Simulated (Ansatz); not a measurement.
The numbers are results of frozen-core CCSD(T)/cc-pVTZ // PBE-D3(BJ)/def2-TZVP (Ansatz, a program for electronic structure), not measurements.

Ansatz 0.2 input:
```yaml
crystal:
  periodic: [false, false, false]
  atoms:
    - { symbol: C, position_ang: [-0.463092, 0.011218, -0.009933] }
    - { symbol: C, position_ang: [0.980753, 0.006628, -0.432912] }
    - { symbol: O, position_ang: [1.957081, -0.061982, 0.243124] }
    - { symbol: H, position_ang: [-0.975276, -0.825729, -0.505229] }
    - { symbol: H, position_ang: [-0.932185, 0.933968, -0.37971] }
    - { symbol: H, position_ang: [-0.56728, -0.064104, 1.084662] }
basis:
  gaussian: { orbitals: cc-pVTZ }
correlation:
  method: ccsd_t
magnetization:
  spin_polarized: true
  initial_magnetization: 1
```

Output:

```
Functional definition: HF
764 factors; integrals over basis functions are off by at most 1.1e-3 eV
mean field evaluation 1: about -4143.1949 eV, gradient 2.3e1 eV
mean field evaluation 2: about -4143.1967 eV, gradient 2.3e1 eV
mean field evaluation 4: about -4145.6711 eV, gradient 3.4e0 eV
mean field evaluation 8: about -4145.7751 eV, gradient 2.4e-1 eV
mean field evaluation 16: about -4144.7841 eV, gradient 1.7e1 eV
mean field evaluation 32: about -4142.9447 eV, gradient 2.7e0 eV
mean field -4145.77927181 eV, -152.3545781288 hartree, gradient 1.6e-6 eV, S^2 0.763890; 0 other end points of the search recorded, 0 dependent functions left out
3 core orbitals not correlated
reference -4145.77927181 eV, -152.3545781288 hartree; 9, 8 occupied and 120, 121 virtual orbitals, 764 factors
second order -14.66216617 eV of doubles, -0.00000000 eV of singles
cycle   1  -14.59508261 eV  change    6.7e-2 eV  update   1.1e-1
cycle   2  -15.02794138 eV  change   -4.3e-1 eV  update   3.5e-2
cycle   3  -15.15461671 eV  change   -1.3e-1 eV  update   2.1e-2
cycle   4  -15.14592037 eV  change    8.7e-3 eV  update   6.8e-3
cycle   5  -15.14580881 eV  change    1.1e-4 eV  update   3.6e-3
cycle   6  -15.14656609 eV  change   -7.6e-4 eV  update   1.4e-3
cycle   7  -15.14662552 eV  change   -5.9e-5 eV  update   6.4e-4
cycle   8  -15.14686724 eV  change   -2.4e-4 eV  update   2.4e-4
cycle   9  -15.14687594 eV  change   -8.7e-6 eV  update   8.0e-5
cycle  10  -15.14683187 eV  change    4.4e-5 eV  update   3.3e-5
cycle  11  -15.14685194 eV  change   -2.0e-5 eV  update   1.4e-5
cycle  12  -15.14685179 eV  change    1.5e-7 eV  update   6.6e-6
perturbative correction -0.66633753 eV, -0.0244874527 hartree
Total energy: -4161.59246114 eV, -152.9357021180 hartree
```

Cost: about 60 core-seconds (a rough figure).
